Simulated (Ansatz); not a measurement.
Anatase TiO2 (metastable phase) was calculated with HSE06 (Ansatz, a first-principles code, plane waves, PAW).

Run with plane-wave cutoff 520 eV, 8×8×8 k mesh, Fermi–Dirac smearing 0.01 eV, no spin polarisation, scalar-relativistic PAW data made under PBE.

Starting structure:

```yaml
crystal:
  lattice:
    - [-1.89250, 1.89250, 4.75500]
    - [1.89250, -1.89250, 4.75500]
    - [1.89250, 1.89250, -4.75500]
  atoms:
    - { symbol: Ti, position: [0.75000, 0.25000, 0.50000] }
    - { symbol: Ti, position: [0.00000, 0.00000, 0.00000] }
    - { symbol: O, position: [0.54200, 0.04200, 0.50000] }
    - { symbol: O, position: [0.79200, 0.79200, 0.00000] }
    - { symbol: O, position: [0.20800, 0.20800, 0.00000] }
    - { symbol: O, position: [0.95800, 0.45800, 0.50000] }
```

### Question
Into what structure does the relaxation of cell and atoms lead at this level, with the symmetry of the start kept?

### Answer
The volume shrinks by 0.5 %; final space group I4_1/amd.
```yaml
crystal:
  lattice:
    - [-1.88011, 1.88011, 4.79411]
    - [1.88011, -1.88011, 4.79411]
    - [1.88011, 1.88011, -4.79411]
  atoms:
    - { symbol: Ti, position: [0.75000, 0.25000, 0.50000] }
    - { symbol: Ti, position: [0.00000, 0.00000, 0.00000] }
    - { symbol: O, position: [0.54381, 0.04381, 0.50000] }
    - { symbol: O, position: [0.79381, 0.79381, 0.00000] }
    - { symbol: O, position: [0.20619, 0.20619, 0.00000] }
    - { symbol: O, position: [0.95619, 0.45619, 0.50000] }
```
